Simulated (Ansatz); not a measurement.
The same path of C3H4FN (9 atoms, charge 0, multiplicity 1) was run twice with different band settings. The coordinate that changes most is the dihedral H7–N1–C2–C5.

Theory: RKS BLYP-D4/STO-3G in Ansatz 0.2.0.

Relaxed end points:

```xyz
9
Properties=species:S:1:pos:R:3
N -1.209 1.061 -0.559
C -0.104 0.186 -0.208
C 0.951 -0.575 -0.521
F 1.913 -0.962 -1.408
C 0.319 -0.864 0.853
H -1.453 1.642 0.306
H -0.848 1.769 -1.274
H -0.293 -1.782 1.005
H 0.813 -0.521 1.790
```

```xyz
9
Properties=species:S:1:pos:R:3
N -0.803 1.477 -0.274
C -0.055 0.237 -0.174
C 0.958 -0.568 -0.517
F 1.967 -0.908 -1.370
C 0.296 -0.888 0.836
H -0.903 1.714 -1.312
H -1.800 1.286 0.063
H -0.391 -1.757 0.942
H 0.819 -0.640 1.788
```

Common settings: spring 5.0 eV/Å²; optimiser quadratic models (default); start path through a guess of the saddle point; force threshold 0.05 eV/Å; iteration limit 60; end points relaxed.

| run | movable images | climbing image |
| --- | --- | --- |
| 1 | 7 | yes |
| 2 | 8 | no |

Problem. What does each run give, and how far can it be trusted?

Solution. Run 1: converged after 18 iterations, highest image 0.246 eV above the first end. A vibrational analysis at the climbing image gives one clearly imaginary mode, 290i cm⁻¹: a first-order saddle point.
Run 2: converged after 15 iterations, highest image 0.237 eV above the first end. No image climbed, so the highest image needn't sit at the top of the path.
Limits of this set-up: minimal basis.
